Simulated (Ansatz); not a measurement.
Two shapes of doublet C2H5.

Shape 1:

```xyz
7

C    -0.0027    0.0214   -0.6824
C    -0.0087   -0.0378    0.7882
H     0.9249    0.0169    1.3517
H    -0.9363    0.0240    1.3529
H    -0.0008    1.0630   -1.0755
H     0.8938   -0.4710   -1.1315
H    -0.8828   -0.4621   -1.1200
```

Shape 2:

```xyz
7

C     0.0355   -0.0153   -0.7069
C    -0.0163    0.0051    0.7894
H     0.9405   -0.0341    1.3640
H    -0.9763    0.0036    1.3795
H     0.0082    1.0112   -1.0730
H     0.8502   -0.4669   -1.1516
H    -0.9280   -0.4725   -1.0899
```

Basis set: STO-3G (spherical functions). Frozen core: 2 orbitals. Charge 0, multiplicity 2.

Computed with Ansatz (development build ahead of 0.2.0); each method stands on the lowest determinant of its kind that the runs found.

Q: Which shape is lower in energy, and by how much in each method?

A:

```csv
method,E(2) − E(1) (eV)
UHF,0.205
UHF-MP2,0.201
```

Shape 1 is lower.
